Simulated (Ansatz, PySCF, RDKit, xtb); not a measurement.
**CH7AlN−: a search for the lowest isomer**

Task: start from the formula CH7AlN− (charge -1), draw up candidate structures, narrow them down in stages, and characterise the one that lies lowest at 298.15 K.

Plan: many cheap relaxations first (GFN2-xTB), then density-functional screening, relaxation at PBE0-D3(BJ)/def2-SVPD, vibrations and a final energy. The numbers are computed, not measured.

7 further runs of the same task are left out: 7 set aside as unsound or not needed.

## 1. Candidates

A program enumerates the bonding patterns with one Lewis structure each (two rings at most, one unusual centre or charged pair), with their diastereomers. O–O, O–halogen and N–halogen bonds and N–N–N chains are not drawn. That gives 6 candidates.

```csv
label,SMILES,spin
c026,C[NH][AlH3-],singlet
c260,[CH2-][NH2+][AlH3-],singlet
c282,[NH3+][CH-][AlH3-],singlet
c441,[CH3][AlH2-][NH2],singlet
c507,N[CH2][AlH3-],singlet
c645,[CH2-][AlH2-][NH3+],singlet
```

Candidates are built by distance geometry, with a force field where one applies, in up to four conformers (letters a to d). 2 starts with atoms placed at random are added, to find patterns that the rules miss.

**Question.** With final energies at CCSD(T)/def2-SVPD + MP2/def2-TZVPPD - MP2/def2-SVPD, which structure will this search put lowest in free energy, and by what margin?

| quantity | value |
| --- | --- |
| lowest structure found | [CH3][AlH2-][NH2], singlet, C1 |
| next finalist | C[NH][AlH3-], singlet, 18.6 kcal/mol higher in G |
| share at equilibrium, among the finalists | 100.0 % |
| harmonic wavenumbers, lowest and highest (PBE0-D3(BJ)/def2-SVPD) | 93 and 3650 cm⁻¹ |
| rotational constants, same geometry | 0.523, 0.1819, 0.1492 cm⁻¹ |
| HOMO energy (PBE0/def2-TZVPD) | -1.46 eV |
| LUMO energy (PBE0/def2-TZVPD) | 3.79 eV |
| HOMO–LUMO gap (to an unbound level, set by the basis) (PBE0/def2-TZVPD) | 5.25 eV |
| lowest excitation (TD-CAM-B3LYP/def2-SVPD) | 4.70 eV (f = 0.014) |
| strongest of the states computed, same level | 6.44 eV (f = 0.166) |
| lowest triplet excitation, same level, Tamm-Dancoff | 4.48 eV |
| vertical detachment energy | 3.38 eV |
| vertical triplet less singlet | +4.00 eV |

The search ends on `[CH3][AlH2-][NH2]`. Among the finalists first place is clear (18.6 kcal/mol); structures outside the list aren't covered. HF/STO-3G, r2SCAN-D4/def2-SVPD, PBE0-D3(BJ)/def2-SVPD, HF/def2-SVPD and MP2/def2-SVPD already put its bonding pattern lowest among the structures in one piece; GFN2-xTB favours the singlet C[NH][AlH3-]. In an anion, excitations above the detachment energy lie in the continuum and hang on the basis, so they needn't be bound states. Lowest found is not proven lowest: the search is finite, and each finalist counts with one conformer. Patterns outside the rules of the enumeration were met only by chance.
